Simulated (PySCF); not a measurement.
# Does the structure fit the spectrum?

A compound C5H10O gives the data below (simulated from a calculation) and was assigned the structure `C=C(CC)CO`.

$^{13}$C{$^{1}$H} NMR (computed): δ 137.0 (CH), 134.2 (CH), 65.0 (CH2), 34.8 (CH2), 16.2 (CH3).

$^{1}$H NMR (300 MHz, computed): δ 6.08 (m, 1H), 5.82 (m, 1H), 3.73 (t, 2H), 2.38 (m, 2H), 1.90 (d, 3H), 1.02 (br s, 1H).

PySCF calculation with σ from GIAO-PBE0/pcSseg-1 and geometry: GFN2-xTB; equivalent nuclei averaged, in vacuum, no relativistic terms, single conformer.

Referencing at the same level of theory: $^{1}$H (31.72 ppm) and $^{13}$C (186.93 ppm) against TMS.

Task: Compare with the shifts computed for the proposed structure, pairing carbons in order of shift.

Result: Mapped SMILES: `[CH2:1]=[C:2]([CH2:3][CH3:4])[CH2:5][OH:6]` (H(Xn): hydrogen on atom n).

```json
{"atom": "C2", "computed for proposal": "164.1", "given list": "137.0", "difference": "+27.1"}
{"atom": "C1", "computed for proposal": "112.4", "given list": "134.2", "difference": "-21.8"}
{"atom": "C5", "computed for proposal": "68.5", "given list": "65.0", "difference": "+3.5"}
{"atom": "C3", "computed for proposal": "31.3", "given list": "34.8", "difference": "-3.5"}
{"atom": "C4", "computed for proposal": "19.0", "given list": "16.2", "difference": "+2.8"}
```

The rms difference is 15.8 ppm and the largest +27.1 ppm at C2 (fully substituted alkene carbon). The carbon types in order of shift don't match either: C, CH2, CH2, CH2, CH3 for the proposal against CH, CH, CH2, CH2, CH3 in the data. The proposal doesn't fit.

Task: Which isomer fits?

Result: SMILES C(/C)=C/CCO.

1. Carbon types of the structure: 2 × CH, 2 × CH2, 1 × CH3, leaving 1 H on heteroatoms.
2. δC 137.0, 134.2: alkene CH; as expected for a trigonal carbon in a double bond.
3. δC 65.0: sp3 CH2 bonded to O; deshielded by the electronegative neighbour.
4. δC 34.8: allylic sp3 CH2; aliphatic region, no heteroatom directly attached.
5. δH 1.90: hydrogen on an allylic methyl carbon; allylic position.

Other isomers checked: C/C=C(\C)OC (rms 22.6 ppm); C=C(C)OCC (rms 27.1 ppm).

The shifts were computed for this structure.

OH/NH shifts are gas-phase values; hydrogen bonding in solution moves them, usually downfield. Shifts are as computed. Against solution values, carbons near 30 ppm lie about +3 ppm off and those near 130 ppm about +5 ppm. Of 1211 compounds with measured shifts, 218 miss one by over three times the rms of a fit or turn the order of signals round; such compounds aren't used in these exercises. Multiplicities follow the n + 1 count of equivalent neighbours, as no J values were calculated; m marks all less simple cases, F and P coupling included.
